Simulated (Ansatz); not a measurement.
Input for Ansatz (development build ahead of 0.2.0):

```yaml
crystal:
  periodic: [false, false, false]
  atoms:
    - { symbol: Al, position_ang: [0.0, 0.0, -0.9823] }
    - { symbol: "N", position_ang: [0.0, 0.0, 0.9823] }
basis:
  gaussian: { orbitals: "6-31G" }
magnetization:
  spin_polarized: true
  initial_magnetization: 2
hamiltonian:
  xc: hf
correlation:
  method: bccd_t
  frozen_orbitals: { Al: 5, "N": 1 }
```

The input is written out in the form of the current development build from the run's settings.

The run gave:

```
Converged                               : yes
Reference energy (starting determinant) : -296.25085 hartree
Correlation energy                      : -0.10352 hartree
Total energy                            : -296.35437 hartree
```
